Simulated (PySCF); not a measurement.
Gas-phase thermal properties of AlCl2NH2

Energies from PySCF (xtb for GFN2), thermal terms from the rigid-rotor harmonic-oscillator model, ideal gas at 1 bar. 6-31G* has spherical d functions here. All species are closed-shell singlets. B3LYP is the form with VWN-RPA correlation. AlCl2NH2: computed as isolated molecules; such fragments, hydroxides, amides, oligomers or adducts are transient or little studied in the gas. The harmonic model lacks anharmonicity and excited electronic states, which grow with temperature; levels with a mode under 35 cm⁻¹ are left out.

| level | point group | σ | ZPE (kJ/mol) | S°298 (J/mol/K) | Cp298 (J/mol/K) | S°1000 (J/mol/K) | H1000 − H298 (kJ/mol) |
|---|---|---|---|---|---|---|---|
| B3LYP/6-31G* | C2v | 2 | 76.1 | 323.7 | 85.7 | 445.7 | 72.6 |
| GFN2-xTB | C2v | 2 | 71.6 | 327.6 | 87.8 | 451.5 | 73.6 |
| HF/6-31G* | C2v | 2 | 81.3 | 319.4 | 83.3 | 439.3 | 71.4 |
| PBE/def2-SVP | C2v | 2 | 73.8 | 325.2 | 86.7 | 448.2 | 73.2 |
| PBE0/def2-TZVP | C2v | 2 | 76.5 | 322.9 | 85.5 | 444.9 | 72.6 |
σ: rotational symmetry number. Electronic degeneracy used: 1. Frequencies are unscaled.
